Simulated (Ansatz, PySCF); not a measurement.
Energy of full hydrogenation, enthalpy at 298 K: 6 cases among organics with sulfur, in kcal/mol, species as SMILES. Each species takes up H2 until only one-heavy-atom hydrides (CH4, NH3, H2O, HF, SiH4 and the like) are left. Set-up: non-relativistic; spin-orbit terms left out; six Cartesian d functions in 6-31G* and its kin unless marked 5d; no dispersion term unless named. Ab initio and DFT rows: single points at B3LYP-D3(BJ) geometries (Ansatz, a first-principles code), with unscaled harmonic terms from B3LYP/6-31G* (Ansatz) at its own minima. The Hartree-Fock reference of c1ccsc1 is unstable towards a lower, spin-broken solution.

Measured values: Active Thermochemical Tables 1.112 (ions: stationary electron), as tabulated in the package chemicals; G2/97 table in ASE (Curtiss et al.); they hold spin-orbit and core effects, anharmonicity and other conformers. 

```
species                          atoms  measured  error of HF/STO-3G (Ansatz)  error of HF/3-21G (Ansatz)  error of PBE/def2-SVP (Ansatz)  error of B3LYP/6-31G* (Ansatz)  error of B3LYP/def2-TZVPD (Ansatz)  error of M06-2X/def2-TZVPD (PySCF)
-------------------------------  -----  --------  ---------------------------  --------------------------  ------------------------------  ------------------------------  ----------------------------------  ----------------------------------
SC (CH4S) [methanethiol]             6     -17.2                          2.9                        -1.8                            -0.7                             0.6                                -1.2                                 1.4
S1CC1                                7     -60.1                        -18.5                       -15.9                            -0.4                             0.2                                -2.1                                 5.6
SCC                                  9     -29.4                         -1.2                        -6.7                            -0.8                            -1.5                                -3.7                                 1.9
CSC [methylsulfanylmethane]          9     -31.6                          5.3                        -5.8                            -1.3                             0.5                                -3.0                                 2.8
c1ccsc1 [thiophene]                  9    -103.7                        -62.1                       -44.0                            -4.1                            -8.7                                -3.9                                 3.4
O=S(C)C [methylsulfinylmethane]     10     -62.1                        -71.6                       -65.4                            -7.0                            -2.8                                -2.9                                 1.0
```

```csv
level,cases,mean signed error,mean absolute error,median absolute error,largest absolute error
HF/STO-3G (Ansatz),6,-24.20,26.93,11.90,71.6
HF/3-21G (Ansatz),6,-23.27,23.27,11.30,65.4
PBE/def2-SVP (Ansatz),6,-2.38,2.38,1.05,7.0
B3LYP/6-31G* (Ansatz),6,-1.95,2.38,1.05,8.7
B3LYP/def2-TZVPD (Ansatz),6,-2.80,2.80,2.95,3.9
M06-2X/def2-TZVPD (PySCF),6,2.68,2.68,2.35,5.6
```

HF/STO-3G lies above in 2 of 6 cases and within 2 kcal/mol in 1; mean signed error -24.20 kcal/mol, mean absolute 26.93 kcal/mol (10.70 over the 2 cases of up to 7 atoms, 35.05 over the larger). These figures hold for the species listed.

How the rows were picked: cases drawn at random among the computed members of the class that have a tabulated value. The batch they came from held 6 cases of this property in the class: 6 with a tabulated value, 0 with clean coupled cluster alone, 0 with neither, which enter no statistics. The levels are drawn from those run on every case listed, the commonest habits more often. No case is left out for the size of its miss. Left out are saddle points of the reference geometry, anions that the best level run finds unbound, excited spin states, species near biochemistry, 298 K rows of species without real B3LYP wavenumbers, cases with under five habitual levels, runs that failed or that the program found above a lower state of the same kind, table entries that another table contradicts, and a share of species set aside by lot.
